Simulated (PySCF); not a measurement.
A species of formula C4H6OS has this rotational fingerprint, computed with PySCF, PBE0-D3(BJ)/def2-SVP geometry optimisation, gas phase:

* Rotational constants: A = 5651, B = 1994, C = 1801 MHz
* Dipole components: |μa| = 1.36 D, |μb| = 0.70 D, |μc| = 1.66 D
* Inertial defect: -62.25 u·Å²
* κ: -0.90

Task: Which candidate fits, each taken in the one conformer that was computed?
A. `[O:1]=[C:2]1[CH2:3][CH2:4][S:5][CH2:6]1` with O1–C2–C3–C4 -159°, C2–C3–C4–S5 -37°, C3–C4–S5–C6 35°, C4–S5–C6–C2 -23°
B. `[CH3:1][C:2](=[O:3])[C@H:4]1[CH2:5][S:6]1` with C1–C2–C4–C5 -47°
C. `[O:1]=[S@:2]1[CH:3]=[CH:4][CH2:5][CH2:6]1` with O1–S2–C3–C4 122°, C3–C4–C5–C6 -15°, C4–C5–C6–S2 24°, O1–S2–C6–C5 -133°

Result: B. It is CC(=O)[C@H]1CS1, an asymmetric top, point group C1. The candidates at the same level (rigid rotor, commonest isotopes):

```csv
SMILES,A (MHz),B (MHz),C (MHz),μa (D),μb (D),μc (D),Δ (u·Å²),point group,rotor
CC(=O)[C@H]1CS1,5651,1994,1801,1.36,0.70,1.66,-62.25,C1,asymmetric top
O=C1CCSC1,5683,2479,1824,1.05,1.24,0.28,-15.75,C1,asymmetric top
O=[S@]1C=CCC1,6042,2676,2083,4.44,0.22,1.15,-29.85,C1,asymmetric top
```

`O=C1CCSC1` has B 24 % too high; `O=[S@]1C=CCC1` has B 34 % too high. No structure here is proved a minimum.
